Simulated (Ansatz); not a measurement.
Species: C2H5O (charge -1, singlet). It need not be the lowest isomer of its formula. Whether it binds its extra electron was not tested at this geometry. 
Structure (B3LYP-D3(BJ)/def2-TZVP (Ansatz, a program for electronic structure) minimum search):
```
C
H 1 1.0962
H 1 1.0962 2 107.61
H 1 1.1032 2 108.91 3 117.91
C 1 1.5608 2 109.38 3 -118.73
O 5 1.3218 1 114.14 2 58.81
H 5 1.1430 6 115.49 1 120.53
H 5 1.1430 7 102.07 6 -126.12
```
Charge -1, spin multiplicity 1.

Basis-set convergence of Hartree-Fock and CCSD correlation energies (hartree) with Ansatz. Valence correlation only, unless marked. Spin-orbit coupling is left out. Non-relativistic.

```json
[
 {"basis": "aug-cc-pVDZ", "functions": "114", "E(HF)": "-153.47448", "E(corr, CCSD)": "-0.55616"},
 {"basis": "aug-cc-pVTZ", "functions": "253", "E(HF)": "…", "E(corr, CCSD)": "…"}
]
```

Problem. Fill in the missing entries.

Solution. 
- aug-cc-pVTZ, E(HF): -153.51155
- aug-cc-pVTZ, E(corr, CCSD): -0.65176
